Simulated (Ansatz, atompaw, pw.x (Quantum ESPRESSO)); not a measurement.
## fluorine (bcc): variants of one PAW (atompaw) potential in the solid

fluorine (F), PAW, made with atompaw 4.2.0.5 (PBEsol, scalar-relativistic). Core [He], reference 2s1 2p6. Waves: 2s (bound): rc 0.70 bohr; 2s channel at -0.45 Ry: rc 0.70 bohr; 2p (bound): rc 1.65 bohr; 2p channel at 0.4 Ry: rc 1.65 bohr. Local part: troulliermartins scheme with l = 2 at 0 Ry, radius 1.30 bohr. Core correction: smooth core density matched at 1.20 bohr. Augmentation charge: sinc compensation charge, radius 1.30 bohr; PAW radius 1.65 bohr; waves and projectors: custom rrkj gramschmidtortho.

Crystal test: bcc F in pw.x 7.5, no spin, 17³ k-points, Fermi–Dirac smearing 0.01 Ry, cutoffs set for each file from its atomic test. The reference is all-electron LAPW (Ansatz 0.2.0) with the same functional, mesh and smearing; V0 and B0 come from Birch–Murnaghan fits to the pressures at five volumes. Errors are pseudo minus all-electron; Δ is the rms difference of the E(V) curves that follow from these fits, minima aligned, over ±6 % about the mean V0. Mesh and smearing are coarse, so the numbers serve the comparison and aren't converged zero-temperature values; the lattice is a test structure that the element need not adopt.

All-electron: a0 = 2.651 Å (V0 = 9.31 Å³/atom), B0 = 66.5 GPa.

2 further variants are left out: they gave no file fit for a test, a broken result, the same result as the base, or pressures whose basis-set error rivals the error shown.

| change | cutoffs (Ry) | pw.x | a0 (Å) | a0 error (%) | B0 error (%) | Δ (meV/atom) | mean pressure error (GPa) |
| --- | --- | --- | --- | --- | --- | --- | --- |
| base | 100/900 | converged | 2.649 | -0.05 | +0.2 | 0.2 | -0.10 |
| all radii scaled by about 1.19 (s 0.84, p 1.96 bohr); local potential troulliermartins scheme with l = 2 at 0 Ry, radius 1.56 bohr; augmentation sinc compensation charge, radius 1.56 bohr; PAW radius 1.96 bohr; waves and projectors: custom rrkj gramschmidtortho; core correction smooth core density matched at 1.44 bohr | 45/450 | converged | 2.633 | -0.66 | +2.2 | 2.7 | -1.27 |
| wave 2p channel at 0.4 Ry: rc 1.65 bohr becomes 2p channel at 0.4 Ry: rc 1.48 bohr | 100/900 | converged | 2.650 | -0.02 | -0.1 | 0.1 | -0.03 |

**Question.** Give the row for: wave 2s channel at -0.45 Ry: rc 0.70 bohr becomes 2s channel at 4.92 Ry: rc 0.70 bohr.

**Answer.** pw.x: converged; mean pressure error (GPa): -0.10; a0 (Å): 2.649; a0 error (%): -0.04; B0 error (%): +0.5; Δ (meV/atom): 0.2.
